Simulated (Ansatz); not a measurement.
Geometry optimisation, RKS PBE0-D4/def2-SVP in Ansatz.

The input (input.yaml):

```yaml
crystal:
  periodic: [false, false, false]
  atoms:
    - { symbol: B, position_ang: [-0.083102, -0.159248, -0.005521] }
    - { symbol: Cl, position_ang: [-0.091844, -0.727448, 1.733495] }
    - { symbol: H, position_ang: [0.965901, 0.163386, -0.497011] }
    - { symbol: "N", position_ang: [-1.264456, -0.189707, -0.723645] }
    - { symbol: H, position_ang: [-2.141965, -0.480144, -0.308765] }
    - { symbol: H, position_ang: [-1.324761, 0.098251, -1.691282] }
    - { symbol: H, position_ang: [-0.214375, 2.121766, 0.721023] }
    - { symbol: H, position_ang: [-0.112198, 1.823044, 1.368006] }
basis:
  gaussian: { orbitals: def2-SVP }
hamiltonian:
  xc: pbe0
  dispersion: d4
relax:
  f_tol: 0.03
  max_steps: 50
```

Launched with:

```bash
$ ansatz run input.yaml --threads 1 --pin off --max-ram 2048MiB --backend cpu --events-out ev --progress --plain --runs-dir out
```

Problem. Where does it end, and by what steps?

Solution. It converged. After 22 steps the energy has fallen by 0.201 eV; H7 moved furthest, 1.58 Å.

```csv
step,energy less start (eV),largest force component (eV/Å),accepted
0,0.0000,1.455,yes
1,-0.1302,0.613,yes
2,-0.1694,0.397,yes
3,-0.1779,0.355,yes
4,-0.1877,0.219,yes
5,-0.1881,0.459,yes
6,-0.1632,1.042,no
7,-0.1950,0.040,yes
8,-0.1963,0.038,yes
9,-0.1951,0.334,no
10,-0.1971,0.030,yes
11,-0.1977,0.100,yes
12,-0.1973,0.194,no
13,-0.1984,0.037,yes
14,-0.1989,0.031,yes
15,-0.1994,0.085,yes
16,-0.1997,0.127,yes
17,-0.2000,0.074,yes
18,-0.2005,0.037,yes
19,-0.2008,0.056,yes
20,-0.2009,0.059,yes
21,-0.2010,0.033,yes
22,-0.2011,0.005,yes
```

```xyz
8
Properties=species:S:1:pos:R:3
B -0.116 -0.484 -0.266
Cl -0.110 -0.455 1.509
H 0.934 -0.437 -0.853
N -1.320 -0.562 -0.945
H -2.218 -0.600 -0.479
H -1.369 -0.579 -1.955
H -0.042 3.264 1.793
H -0.027 2.503 1.793
```

The run took 41 s on 1 thread of Arm Neoverse V2 (shared host), peak memory 0.14 GiB.
